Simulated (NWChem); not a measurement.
## How basis sets differ on SiH3SO (SMILES O[SiH2][S])

SiH3SO has 6 atoms, charge 0, and is taken as a doublet. SMILES: `O[SiH2][S]`. Geometry: relaxed at PBE0-D4/def2-TZVP. This is one conformer, not always the lowest.

Each level gives the vertical ionisation energy (to the singlet cation) (eV). The values are calculated.

```tsv
level	kind	program	value (eV)
UB3LYP/6-31++G** (spherical functions)	global hybrid	NWChem	10.96
UB3LYP/6-31G* (spherical functions)	global hybrid	NWChem	10.88
UB3LYP/6-31+G* (spherical functions)	global hybrid	NWChem	10.98
UB3LYP/6-311+G**	global hybrid	NWChem	10.98
UB3LYP/6-311++G(2d,2p)	global hybrid	NWChem	10.92
```

The values span 10.88 to 10.98 eV.
